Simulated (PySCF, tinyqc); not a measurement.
Worked calculation: RKS/B3LYP (VWN-RPA form) in the sto-3g basis, for CH2, spin multiplicity 1. The lowest restricted solution is unstable here: a spin-polarised one lies 0.0190 hartree lower (PySCF). One step of it, computed by the program tinyqc.

Question. Orthogonalisation. S = U s U^T; symmetric (Loewdin) form X = U s^(-1/2) U^T, so that X^T S X = 1.

overlap S:
```
           1C 1s     1C 2s    1C 2px     1C 2py    1C 2pz     2H 1s      3H 1s
1C 1s   1.000000  0.248362  0.000000   0.000000  0.000000  0.035810   0.035810
1C 2s   0.248362  1.000000  0.000000   0.000000  0.000000  0.362669   0.362669
1C 2px  0.000000  0.000000  1.000000   0.000000  0.000000  0.000000   0.000000
1C 2py  0.000000  0.000000  0.000000   1.000000  0.000000  0.325428  -0.325428
1C 2pz  0.000000  0.000000  0.000000   0.000000  1.000000  0.190944   0.190944
2H 1s   0.035810  0.362669  0.000000   0.325428  0.190944  1.000000   0.072141
3H 1s   0.035810  0.362669  0.000000  -0.325428  0.190944  0.072141   1.000000
```

Give: eigenvalues of S; X.

Answer.

eigenvalues of S: 0.4252  0.5023  0.8790  1.0000  1.0962  1.4256  1.6718

X:
```
          1C 1s    1C 2s  1C 2px   1C 2py   1C 2pz    2H 1s    3H 1s
1C 1s    1.0262  -0.1442  0.0000   0.0000  -0.0076   0.0216   0.0216
1C 2s   -0.1442   1.1535  0.0000   0.0000   0.0663  -0.2230  -0.2230
1C 2px   0.0000   0.0000  1.0000   0.0000   0.0000   0.0000   0.0000
1C 2py   0.0000   0.0000  0.0000   1.1019   0.0000  -0.2021   0.2021
1C 2pz  -0.0076   0.0663  0.0000   0.0000   1.0340  -0.1148  -0.1148
2H 1s    0.0216  -0.2230  0.0000  -0.2021  -0.1148   1.1309  -0.0158
3H 1s    0.0216  -0.2230  0.0000   0.2021  -0.1148  -0.0158   1.1309
```
